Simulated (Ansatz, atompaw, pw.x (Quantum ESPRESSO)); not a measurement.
## pw.x on bcc Ta: one setting changed

Potential: PAW, atompaw 4.2.0.5, PBE; core [Kr] 4d10 4f14, reference 5s2 5p6 5d3 6s2 6p0; waves: 5s (bound): rc 1.40 bohr; 6s (bound): rc 1.95 bohr; 5p (bound): rc 2.20 bohr; 6p (bound, empty): rc 2.90 bohr; 5d (bound): rc 2.90 bohr; 5d channel at 5.35 Ry: rc 2.90 bohr; local part: troulliermartins scheme with l = 3 at 0 Ry, radius 2.35 bohr; core correction: smooth core density matched at 2.35 bohr; augmentation: sinc compensation charge, radius 2.80 bohr; PAW radius 2.90 bohr; waves and projectors: custom rrkj vanderbiltortho.

The reference run (k-mesh 14³, cutoffs 50/500 Ry, Fermi–Dirac 0.01 Ry, mixing_beta 0.4, conv_thr 1e-9, no spin) gives 1.03 GPa at 18.192 Å³/atom, where all-electron LAPW gives 1.22 GPa. This run, with its own iteration cap, changes nbnd to 19.

```
&control
  calculation='scf', prefix='x', pseudo_dir='./', outdir='./tmp', tstress=.true., disk_io='none'
/
&system
  ibrav=0, nat=1, ntyp=1, ecutwfc=50, ecutrho=500, nbnd=19,
  occupations='smearing', smearing='fd', degauss=0.01
/
&electrons
  conv_thr=1e-09, mixing_beta=0.4, electron_maxstep=60
/
ATOMIC_SPECIES
Ta 1.0 Ta.UPF
CELL_PARAMETERS angstrom
  -1.65681297 1.65681297 1.65681297
  1.65681297 -1.65681297 1.65681297
  1.65681297 1.65681297 -1.65681297
ATOMIC_POSITIONS crystal
Ta 0.0000 0.0000 0.0000
K_POINTS automatic
14 14 14 0 0 0
```

```bash
pw.x < Ta.scf.in > Ta.scf.out
```

Question: How does the run end?

Answer: It converges in 12 iterations; the free energy moves by +0.0 meV/atom and the pressure by -0.06 GPa.

```
Message from routine setup:
     using ibrav=0 with symmetry is DISCOURAGED, use correct ibrav instead
     lattice parameter (alat)  =       5.4229  a.u.
     unit-cell volume          =     122.7657 (a.u.)^3
     number of electrons       =        13.00
     number of Kohn-Sham states=           19
     kinetic-energy cutoff     =      50.0000  Ry
     charge density cutoff     =     500.0000  Ry
     scf convergence threshold =      1.0E-09
     Exchange-correlation= SLA PW PBX PBC
     number of k points=   104  Fermi-Dirac smearing, width (Ry)=  0.0100
     iteration #  1     ecut=    50.00 Ry     beta= 0.40
     total energy              =    -727.14362379 Ry
     estimated scf accuracy    <       0.15111462 Ry
     iteration #  2     ecut=    50.00 Ry     beta= 0.40
     total energy              =    -727.14438687 Ry
     estimated scf accuracy    <       0.01582901 Ry
     iteration #  3     ecut=    50.00 Ry     beta= 0.40
     total energy              =    -727.14592914 Ry
     estimated scf accuracy    <       0.00068374 Ry
     iteration #  4     ecut=    50.00 Ry     beta= 0.40
     c_bands:  1 eigenvalues not converged
     total energy              =    -727.14673578 Ry
     estimated scf accuracy    <       0.00094322 Ry
     iteration #  5     ecut=    50.00 Ry     beta= 0.40
     total energy              =    -727.14632783 Ry
     estimated scf accuracy    <       0.00195191 Ry
     iteration #  6     ecut=    50.00 Ry     beta= 0.40
     total energy              =    -727.14646075 Ry
     estimated scf accuracy    <       0.00032439 Ry
     iteration #  7     ecut=    50.00 Ry     beta= 0.40
     total energy              =    -727.14633568 Ry
     estimated scf accuracy    <       0.00046666 Ry
     iteration #  8     ecut=    50.00 Ry     beta= 0.40
     total energy              =    -727.14643027 Ry
     estimated scf accuracy    <       0.00001815 Ry
     iteration #  9     ecut=    50.00 Ry     beta= 0.40
     total energy              =    -727.14643529 Ry
     estimated scf accuracy    <       0.00000158 Ry
     iteration # 10     ecut=    50.00 Ry     beta= 0.40
     total energy              =    -727.14643528 Ry
     estimated scf accuracy    <       0.00000038 Ry
     iteration # 11     ecut=    50.00 Ry     beta= 0.40
     total energy              =    -727.14643576 Ry
     estimated scf accuracy    <       0.00000005 Ry
     iteration # 12     ecut=    50.00 Ry     beta= 0.40
     the Fermi energy is    17.5560 ev
!    total energy              =    -727.14643578 Ry
     estimated scf accuracy    <          9.6E-10 Ry
     smearing contrib. (-TS)   =      -0.00555953 Ry
     The total energy is F=E-TS. E is the sum of the following terms:
     one-electron contribution =     -12.06392319 Ry
     hartree contribution      =      19.11222715 Ry
     xc contribution           =     -14.57022518 Ry
     ewald contribution        =     -98.21872040 Ry
     one-center paw contrib.   =    -621.40023462 Ry
     convergence has been achieved in  12 iterations
          total   stress  (Ry/bohr**3)                   (kbar)     P=        9.76
     Message from routine punch:
     Nothing written, as per user request (disk_io='none')
```

The run took about 32 s on one core of a shared host (Intel(R) Xeon(R) Platinum 8259CL CPU @ 2.50GHz, 96 threads, 755 GiB, load 37).
